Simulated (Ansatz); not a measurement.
Input file for `O=S(=O)(Cl)Cl`:

```yaml
crystal:
  periodic: [false, false, false]
  atoms:
    - {symbol: O, position_ang: [0.866136, 0.300277, -1.246644]}
    - {symbol: S, position_ang: [-0.068541, 0.126818, -0.197772]}
    - {symbol: O, position_ang: [-1.381696, 0.653687, -0.241049]}
    - {symbol: Cl, position_ang: [-0.209637, -1.845229, 0.179877]}
    - {symbol: Cl, position_ang: [0.793728, 0.764446, 1.505577]}
basis:
  gaussian: {orbitals: def2-SVP}
correlation: {method: ccsd_t}
```

```sh
$ ansatz run in.yaml --threads 4 --pin off --events-out ev --progress --plain
```

Log, shortened:

```
Functional definition: HF
736 factors; integrals over basis functions are off by at most 1.1e-3 eV
mean field evaluation 1: about -39873.3365 eV, gradient 5.9e1 eV
mean field evaluation 2: about -39873.6867 eV, gradient 6.0e1 eV
mean field evaluation 4: about -39880.5076 eV, gradient 2.9e0 eV
mean field evaluation 8: about -39880.5635 eV, gradient 2.9e-1 eV
mean field -39880.56393130 eV, -1465.5836924581 hartree, gradient 4.7e-6 eV, S^2 0.000000; 0 other end points of the search recorded, 0 dependent functions left out
17 core orbitals not correlated: weight in the atoms' cores, before any rotation towards them, 1.000 or more for the frozen orbitals, at most 0.000 for the correlated occupied ones
reference -39880.56393130 eV, -1465.5836924581 hartree; 16, 16 occupied and 49, 49 virtual orbitals, 736 factors
second order -21.45536121 eV of doubles, -0.00000000 eV of singles
cycle   1  -21.22233946 eV  change    2.3e-1 eV  update   1.3e-1
cycle   2  -21.80482038 eV  change   -5.8e-1 eV  update   4.4e-2
cycle   3  -21.95987717 eV  change   -1.6e-1 eV  update   2.2e-2
cycle   4  -21.94874898 eV  change    1.1e-2 eV  update   5.9e-3
cycle   5  -21.94444637 eV  change    4.3e-3 eV  update   2.6e-3
cycle   6  -21.94497497 eV  change   -5.3e-4 eV  update   7.5e-4
cycle   7  -21.94448650 eV  change    4.9e-4 eV  update   2.3e-4
cycle   8  -21.94437498 eV  change    1.1e-4 eV  update   7.0e-5
cycle   9  -21.94441321 eV  change   -3.8e-5 eV  update   3.0e-5
perturbative correction -0.70135383 eV, -0.0257742777 hartree
Total energy: -39903.20969833 eV, -1466.4159090466 hartree
```

Hardware: 4 threads of a server CPU on a shared host. Wall time 1.1 s, peak host memory 0.19 GiB.

Correlation energy per correlated electron: -0.708 eV. T1 diagnostic: 0.0161.
